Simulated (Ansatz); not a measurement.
The input, for Ansatz 0.2.0:

```yaml
crystal:
  periodic: [false, false, false]
  atoms:
    - {symbol: N, position_ang: [0.000000, -0.448988, 1.217141]}
    - {symbol: S, position_ang: [0.000000, -0.030474, -2.876522]}
    - {symbol: H, position_ang: [0.000000, 0.479461, 1.659381]}
basis:
  gaussian: {orbitals: cc-pVDZ}
magnetization: {spin_polarized: false}
correlation: {method: ccsdt_q, electrons: outside_noble_gas}
```

```sh
$ ansatz run in.yaml --threads 1 --pin off --events-out ev --progress --plain --max-ram 2393MiB
```

Output:

```
635 factors; integrals over basis functions are off by at most 2.0e-7 eV
mean field evaluation 1: about -12283.4723 eV, gradient 5.8e1 eV
mean field evaluation 2: about -12283.4720 eV, gradient 5.8e1 eV
mean field evaluation 4: about -12274.5943 eV, gradient 8.2e1 eV
mean field evaluation 8: about -12306.0701 eV, gradient 8.4e0 eV
mean field evaluation 16: about -12306.9902 eV, gradient 2.3e-6 eV
mean field evaluation 32: about -12306.9868 eV, gradient 3.8e-2 eV
mean field evaluation 64: about -12306.9503 eV, gradient 3.5e-3 eV
mean field evaluation 96: about -12306.9902 eV, gradient 6.2e-7 eV
mean field evaluation 128: about -12306.9902 eV, gradient 8.7e-3 eV
mean field evaluation 160: about -12306.9838 eV, gradient 4.9e-1 eV
...
cycle  51  -19.40077009 eV  change   -9.8e-6 eV  update   5.3e-6
cycle  52  -19.40078149 eV  change   -1.1e-5 eV  update   3.6e-6
cycle  53  -19.40078637 eV  change   -4.9e-6 eV  update   1.9e-6
cycle  54  -19.40078222 eV  change    4.2e-6 eV  update   1.4e-6
cycle  55  -19.40078158 eV  change    6.4e-7 eV  update   9.8e-7
cycle  56  -19.40078030 eV  change    1.3e-6 eV  update   4.4e-7
cycle  57  -19.40078082 eV  change   -5.1e-7 eV  update   2.9e-7
cycle  58  -19.40078110 eV  change   -2.9e-7 eV  update   1.9e-7
cycle  59  -19.40078144 eV  change   -3.4e-7 eV  update   1.2e-7
cycle  60  -19.40078158 eV  change   -1.4e-7 eV  update   7.6e-8
perturbative correction 4.16230437 eV, 0.1529618645 hartree
WARN: the results are in doubt because among natural orbitals full CI differs from the method by -2.964 eV
Total energy: -12315.03309220 eV, -452.5691187092 hartree
In doubt: among natural orbitals full CI differs from the method by -2.964 eV
```

Ran on 1 thread of Arm Neoverse V2, shared host: 19 s wall, 0.18 GiB peak host memory.
